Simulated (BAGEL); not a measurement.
**singlet [SiNH4]−: levels of theory compared**

Aim: a comparison of 5 runs (HF/aug-cc-pVDZ, B3LYP/6-31G*, B3LYP/aug-cc-pVDZ, PBE0/aug-cc-pVDZ, RI-MP2/aug-cc-pVDZ) of singlet [SiNH4]−. 

The calculation is run with BAGEL 1.2.2.

**1. The structure to begin with**

[SiNH4]−: 6 atoms, total charge -1, spin state singlet. As SMILES of the parent species, `N[SiH2]`. The coordinates come from a PBE0-D4/def2-TZVP relaxation. This is one conformer, not always the lowest. That shape belongs to the parent species and isn't relaxed for this state.

Bond lengths: N1–Si2 1.725 Å, N1–H3 1.008 Å, N1–H4 1.008 Å, Si2–H5 1.493 Å, Si2–H6 1.493 Å. Angles: N1–Si2–H5 107.3°, N1–Si2–H6 107.3°, Si2–N1–H3 119.9°, Si2–N1–H4 119.9°, H5–Si2–H6 110.5°, H3–N1–H4 110.9°.

**2. A single-point energy at HF/aug-cc-pVDZ (density fitting with qzvpp-jkfit) (run 1)**

File input.json:

```json
{ "bagel": [

{
  "title": "molecule",
  "basis": "aug-cc-pvdz.json",
  "df_basis": "qzvpp-jkfit",
  "angstrom": true,
  "geometry": [
    { "atom": "N", "xyz": [   -0.062300,   -0.863500,    0.020900 ] },
    { "atom": "Si", "xyz": [    0.307400,    0.815300,    0.161600 ] },
    { "atom": "H", "xyz": [    0.565000,   -1.475900,   -0.476400 ] },
    { "atom": "H", "xyz": [   -0.503600,   -1.346500,    0.787600 ] },
    { "atom": "H", "xyz": [    0.657400,    1.307800,   -1.204100 ] },
    { "atom": "H", "xyz": [   -0.921600,    1.498900,    0.664300 ] }
  ]
},
{
  "title": "hf",
  "charge": -1
},
{
  "title": "print",
  "file": "orbitals.molden",
  "orbitals": true
}

]}
```

The basis set aug-cc-pVDZ is read from a file made from the Basis Set Exchange's data (not shown).

On the command line:

```bash
$ BAGEL_NUM_THREADS=1 BAGEL input.json > input.out
```

Log:

```text
* using 1 threads per process

  ===============================================================
  ===============================================================

  *** Geometry ***

  { "atom" : "N", "xyz" : [     -0.117730,     -1.631779,      0.039495 ] },
  { "atom" : "Si", "xyz" : [      0.580902,      1.540694,      0.305380 ] },
  { "atom" : "H", "xyz" : [      1.067695,     -2.789047,     -0.900266 ] },
  { "atom" : "H", "xyz" : [     -0.951666,     -2.544516,      1.488348 ] },
  { "atom" : "H", "xyz" : [      1.242306,      2.471384,     -2.275419 ] },
  { "atom" : "H", "xyz" : [     -1.741572,      2.832510,      1.255345 ] },

  Number of auxiliary basis functions:      277

  Since a DF basis is specified, we compute 2- and 3-index integrals:
    o Being stored without compression. Storage requirement is 0.016 GB

  Number of basis functions:       86
  Number of electrons      :       25

    * METHOD: MOLECULE                             0.12

  *** RHF ***

  === Nuclear Repulsion ===
    57.5910712154

      * DIIS with orbital gradients will be used.

  === RHF iteration (aug-cc-pvdz.json) ===
      0       -345.25216143          0.03078801           0.02
      1       -345.40168591          0.03012355           0.03
      2       -345.65817855          0.00297191           0.03
      3       -345.66438209          0.00083872           0.02
      4       -345.66515765          0.00040446           0.02
      5       -345.66544477          0.00020910           0.02
      6       -345.66554228          0.00007106           0.03
      7       -345.66555510          0.00003091           0.03
      8       -345.66555720          0.00001406           0.02
      9       -345.66555754          0.00000581           0.02
     10       -345.66555765          0.00000193           0.02
     11       -345.66555767          0.00000086           0.03
     12       -345.66555767          0.00000038           0.02
     13       -345.66555767          0.00000013           0.02
     14       -345.66555767          0.00000005           0.02
     15       -345.66555767          0.00000002           0.02
     16       -345.66555767          0.00000001           0.02
    * SCF iteration converged.

    * Permanent dipole moment:
           (    0.949879,     1.721818,     0.626554) a.u.

    * METHOD: HF                                   0.50

    * METHOD: PRINT                                0.01

  ===============================================================
```

Run time: 0.87 s. Hardware: 1 thread of Intel Xeon Platinum 8375C at 2.90GHz (Ice Lake), shared host; peak memory 0.079 GiB.

**3. A single-point energy at B3LYP/6-31G(d) (density fitting with qzvpp-jkfit, spherical functions) (run 2)**

File job.json:

```json
{ "bagel" : [

{
  "title" : "molecule",
  "basis" : "6-31gs.json",
  "df_basis" : "qzvpp-jkfit",
  "angstrom" : true,
  "geometry" : [
    { "atom" : "N", "xyz" : [   -0.062300,   -0.863500,    0.020900 ] },
    { "atom" : "Si", "xyz" : [    0.307400,    0.815300,    0.161600 ] },
    { "atom" : "H", "xyz" : [    0.565000,   -1.475900,   -0.476400 ] },
    { "atom" : "H", "xyz" : [   -0.503600,   -1.346500,    0.787600 ] },
    { "atom" : "H", "xyz" : [    0.657400,    1.307800,   -1.204100 ] },
    { "atom" : "H", "xyz" : [   -0.921600,    1.498900,    0.664300 ] }
  ]
},
{ "title" : "ks", "xc_func" : "b3lyp", "charge" : -1 },
{ "title" : "print", "file" : "orbitals.molden", "orbitals" : true }

]}
```

The basis set 6-31G* is read from a file made from the Basis Set Exchange's data (not shown).

On the command line:

```bash
$ BAGEL_NUM_THREADS=1 BAGEL job.json > job.out
```

Log:

```text
* using 1 threads per process

  ===============================================================
  ===============================================================

  *** Geometry ***

  { "atom" : "N", "xyz" : [     -0.117730,     -1.631779,      0.039495 ] },
  { "atom" : "Si", "xyz" : [      0.580902,      1.540694,      0.305380 ] },
  { "atom" : "H", "xyz" : [      1.067695,     -2.789047,     -0.900266 ] },
  { "atom" : "H", "xyz" : [     -0.951666,     -2.544516,      1.488348 ] },
  { "atom" : "H", "xyz" : [      1.242306,      2.471384,     -2.275419 ] },
  { "atom" : "H", "xyz" : [     -1.741572,      2.832510,      1.255345 ] },

  Number of auxiliary basis functions:      277

  Since a DF basis is specified, we compute 2- and 3-index integrals:
    o Being stored without compression. Storage requirement is 0.004 GB

  Number of basis functions:       40
  Number of electrons      :       25

    * METHOD: MOLECULE                             0.08

  *** Kohn-Sham DFT ***

    * Removing 8714 points whose weight is below 1.00e-10
    * Grid points: 80722

  === Nuclear Repulsion ===
    57.5910712154

       - DIIS with orbital gradients will be used.

  === KS iteration (b3lyp / 6-31gs.json) ===
      0       -333.03673987          0.18318076           0.18
      1       -335.39380668          0.12868001           0.14
      2       -330.71637199          0.20845372           0.13
      3       -344.09054339          0.13029535           0.11
      4       -345.62482753          0.08158615           0.11
      5       -346.17698517          0.05303249           0.11
      6       -346.55857329          0.01623160           0.13
      7       -346.59204470          0.00268461           0.15
      8       -346.59326168          0.00057404           0.12
      9       -346.59331852          0.00009068           0.10
     10       -346.59332010          0.00002541           0.12
     11       -346.59332020          0.00000277           0.13
     12       -346.59332020          0.00000142           0.13
     13       -346.59332020          0.00000026           0.12
     14       -346.59332020          0.00000003           0.14
     15       -346.59332020          0.00000001           0.12
     16       -346.59332020          0.00000000           0.11
    * SCF iteration converged.

    * Permanent dipole moment:
           (    0.621175,     1.545048,     0.366864) a.u.

    * METHOD: KS                                   2.50

    * METHOD: PRINT                                0.00

  ===============================================================
```

Wall time 2.8 s (1 thread of Intel Xeon Platinum 8375C at 2.90GHz (Ice Lake), shared host); peak memory 0.18 GiB.

Run 3 isn't shown in full; the table further down has it.

**4. A single-point energy at PBE0/aug-cc-pVDZ (density fitting with qzvpp-jkfit) (run 4)**

File input.json:

```json
{ "bagel" : [

{
  "title" : "molecule",
  "basis" : "aug-cc-pvdz.json",
  "df_basis" : "qzvpp-jkfit",
  "angstrom" : "true",
  "geometry" : [
    { "atom" : "N", "xyz" : [   -0.062300,   -0.863500,    0.020900 ] },
    { "atom" : "Si", "xyz" : [    0.307400,    0.815300,    0.161600 ] },
    { "atom" : "H", "xyz" : [    0.565000,   -1.475900,   -0.476400 ] },
    { "atom" : "H", "xyz" : [   -0.503600,   -1.346500,    0.787600 ] },
    { "atom" : "H", "xyz" : [    0.657400,    1.307800,   -1.204100 ] },
    { "atom" : "H", "xyz" : [   -0.921600,    1.498900,    0.664300 ] }
  ]
},
{ "title" : "ks", "xc_func" : "pbe0", "charge" : -1 },
{ "title" : "print", "file" : "orbitals.molden", "orbitals" : "true" }

]}
```

The basis set aug-cc-pVDZ is read from a file made from the Basis Set Exchange's data (not shown).

On the command line:

```bash
$ BAGEL_NUM_THREADS=1 BAGEL input.json > input.out
```

Log:

```text
* using 1 threads per process

  ===============================================================
  ===============================================================

  *** Geometry ***

  { "atom" : "N", "xyz" : [     -0.117730,     -1.631779,      0.039495 ] },
  { "atom" : "Si", "xyz" : [      0.580902,      1.540694,      0.305380 ] },
  { "atom" : "H", "xyz" : [      1.067695,     -2.789047,     -0.900266 ] },
  { "atom" : "H", "xyz" : [     -0.951666,     -2.544516,      1.488348 ] },
  { "atom" : "H", "xyz" : [      1.242306,      2.471384,     -2.275419 ] },
  { "atom" : "H", "xyz" : [     -1.741572,      2.832510,      1.255345 ] },

  Number of auxiliary basis functions:      277

  Since a DF basis is specified, we compute 2- and 3-index integrals:
    o Being stored without compression. Storage requirement is 0.016 GB

  Number of basis functions:       86
  Number of electrons      :       25

    * METHOD: MOLECULE                             0.10

  *** Kohn-Sham DFT ***

    * Removing 8714 points whose weight is below 1.00e-10
    * Grid points: 80722

  === Nuclear Repulsion ===
    57.5910712154

       - DIIS with orbital gradients will be used.

  === KS iteration (pbe0 / aug-cc-pvdz.json) ===
      0       -331.73607516          0.07839800           0.30
      1       -327.36651392          0.09954952           0.28
      2       -328.78177710          0.13844909           0.26
      3       -343.87181479          0.07181694           0.27
      4       -344.63348984          0.05573075           0.29
      5       -346.00174983          0.03281756           0.30
      6       -346.29710862          0.02061855           0.31
      7       -346.42902036          0.00449443           0.28
      8       -346.43802710          0.00139982           0.26
      9       -346.43873359          0.00051555           0.28
     10       -346.43881529          0.00011897           0.29
     11       -346.43882072          0.00001079           0.28
     12       -346.43882087          0.00000649           0.29
     13       -346.43882091          0.00000194           0.29
     14       -346.43882093          0.00000091           0.30
     15       -346.43882093          0.00000040           0.30
     16       -346.43882093          0.00000019           0.30
     17       -346.43882093          0.00000008           0.31
     18       -346.43882093          0.00000001           0.30
     19       -346.43882093          0.00000000           0.30
    * SCF iteration converged.

    * Permanent dipole moment:
           (    0.808359,     1.554246,     0.524181) a.u.

    * METHOD: KS                                   6.43

    * METHOD: PRINT                                0.02

  ===============================================================
```

Run time: 6.9 s. Hardware: 1 thread of Intel Xeon Platinum 8375C at 2.90GHz (Ice Lake), shared host; peak memory 0.32 GiB.

**5. The energy at RI-MP2/aug-cc-pVDZ (density fitting with qzvpp-jkfit) (run 5)**

File calc.json:

```json
{ "bagel": [

{
  "title": "molecule",
  "basis": "aug-cc-pvdz.json",
  "df_basis": "qzvpp-jkfit",
  "angstrom": true,
  "geometry": [
    { "atom": "N", "xyz": [   -0.062300,   -0.863500,    0.020900 ] },
    { "atom": "Si", "xyz": [    0.307400,    0.815300,    0.161600 ] },
    { "atom": "H", "xyz": [    0.565000,   -1.475900,   -0.476400 ] },
    { "atom": "H", "xyz": [   -0.503600,   -1.346500,    0.787600 ] },
    { "atom": "H", "xyz": [    0.657400,    1.307800,   -1.204100 ] },
    { "atom": "H", "xyz": [   -0.921600,    1.498900,    0.664300 ] }
  ]
},
{ "title": "hf", "charge": -1 },
{ "title": "mp2", "charge": -1, "ncore": 6 }

]}
```

The basis set aug-cc-pVDZ is read from a file made from the Basis Set Exchange's data (not shown).

On the command line:

```bash
$ BAGEL_NUM_THREADS=1 BAGEL calc.json > calc.out
```

Log:

```text
* using 1 threads per process

  ===============================================================
  ===============================================================

  *** Geometry ***

  { "atom" : "N", "xyz" : [     -0.117730,     -1.631779,      0.039495 ] },
  { "atom" : "Si", "xyz" : [      0.580902,      1.540694,      0.305380 ] },
  { "atom" : "H", "xyz" : [      1.067695,     -2.789047,     -0.900266 ] },
  { "atom" : "H", "xyz" : [     -0.951666,     -2.544516,      1.488348 ] },
  { "atom" : "H", "xyz" : [      1.242306,      2.471384,     -2.275419 ] },
  { "atom" : "H", "xyz" : [     -1.741572,      2.832510,      1.255345 ] },

  Number of auxiliary basis functions:      277

  Since a DF basis is specified, we compute 2- and 3-index integrals:
    o Being stored without compression. Storage requirement is 0.016 GB

  Number of basis functions:       86
  Number of electrons      :       25

    * METHOD: MOLECULE                             0.11

  *** RHF ***

  === Nuclear Repulsion ===
    57.5910712154

      * DIIS with orbital gradients will be used.

  === RHF iteration (aug-cc-pvdz.json) ===
      0       -345.25216143          0.03078801           0.03
      1       -345.40168591          0.03012355           0.03
      2       -345.65817855          0.00297191           0.03
      3       -345.66438209          0.00083872           0.02
      4       -345.66515765          0.00040446           0.03
      5       -345.66544477          0.00020910           0.03
      6       -345.66554228          0.00007106           0.02
      7       -345.66555510          0.00003091           0.03
      8       -345.66555720          0.00001406           0.03
      9       -345.66555754          0.00000581           0.03
     10       -345.66555765          0.00000193           0.02
     11       -345.66555767          0.00000086           0.03
     12       -345.66555767          0.00000038           0.03
     13       -345.66555767          0.00000013           0.02
     14       -345.66555767          0.00000005           0.02
     15       -345.66555767          0.00000002           0.03
     16       -345.66555767          0.00000001           0.03
    * SCF iteration converged.

    * Permanent dipole moment:
           (    0.949879,     1.721818,     0.626554) a.u.

    * METHOD: HF                                   0.59

  *** RHF ***

  === Nuclear Repulsion ===
    57.5910712154

      * DIIS with orbital gradients will be used.

  === RHF iteration (aug-cc-pvdz.json) ===
      0       -345.66555767          0.00000000           0.03
    * SCF iteration converged.

    * Permanent dipole moment:
           (    0.949878,     1.721818,     0.626553) a.u.

  === DF-MP2 calculation ===

    * freezing 6 orbitals
    * 3-index integral transformation done
    * assembly done

      MP2 correlation energy:   -0.3090583291      0.02

      MP2 total energy:       -345.9746160017

    * METHOD: MP2                                  0.08

  ===============================================================
```

Run time: 1 s. Hardware: 1 thread of Intel Xeon Platinum 8375C at 2.90GHz (Ice Lake), shared host; peak memory 0.079 GiB.

**6. The series**

```csv
run,level,frozen core orbitals,energy (Eh),HOMO energy (eV),LUMO energy (eV),HOMO–LUMO gap (eV),wall time
1,HF/aug-cc-pVDZ (density fitting with qzvpp-jkfit),–,-345.665558,-0.27,3.96,4.22,0.87 s
2,"B3LYP/6-31G* (density fitting with qzvpp-jkfit, spherical functions)",–,-346.593320,2.92,6.47,3.54,2.8 s
3,B3LYP/aug-cc-pVDZ (density fitting with qzvpp-jkfit),–,-346.656056,1.41,2.77,1.36,6.6 s
4,PBE0/aug-cc-pVDZ (density fitting with qzvpp-jkfit),–,-346.438821,1.33,2.92,1.59,6.9 s
5,RI-MP2/aug-cc-pVDZ (density fitting with qzvpp-jkfit),6,-345.974616,–,–,–,1 s
```

**7. Summary of results**

| quantity | value |
| --- | --- |
| run 5: total energy | -345.97462 Eh |
| run 5: correlation energy (6 core orbitals frozen) | -309.1 mEh |

What this shows: Over runs 1, 2, 3, 4 the HOMO–LUMO gap runs from 1.36 eV (B3LYP/aug-cc-pVDZ) to 4.22 eV (HF/aug-cc-pVDZ). Exact exchange widens orbital gaps. The empty levels of an anion lie above zero and hang on the basis. Totals of different functionals can't be ranked against each other. In runs 2, 3, 4 the HOMO lies above zero, so the outermost electron may be held by the basis alone. All runs together took 18 s, the longest 6.9 s.
